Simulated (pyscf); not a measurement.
Single points on ωB97X-D3(BJ)/def2-SVP structures (PySCF, gas phase).

SMILES: [Cl][GeH2][Ge]([Cl])([Cl])[Cl]
```xyz
8

Cl    -1.5099    -1.8006    -1.5329
Ge    -0.2310    -0.8561    -0.0810
Ge     0.0910     1.3627    -0.9240
Cl     1.3102     2.5047     0.4169
Cl    -1.7701     2.3856    -1.1465
Cl     1.0633     1.3356    -2.8251
H     -0.9566    -0.8230     1.2638
H      1.0965    -1.6120    -0.0309
```

Q: What is the homolytic dissociation enthalpy (298 K, ωB97M-D3(BJ)/def2-TZVP) of the Cl–Ge bond of Cl–GeH₂–Ge(Cl)(Cl)–Cl, to Cl–GeH₂–Ge•(Cl)–Cl + Cl•?

A: Cl–Ge to Cl–GeH₂–Ge•(Cl)–Cl + Cl•: 90.2 kcal/mol. The 7 functionals that were run give +86.4 (B3LYP-D3(BJ)) to +94.5 kcal/mol (ωB97X-D3(BJ)). Other isomers of Cl–GeH₂–Ge•(Cl)–Cl were not searched in full and may lie lower. Left out: the spin-orbit lowering of Cl. Elements up to Kr have no core potential and no relativistic terms here.
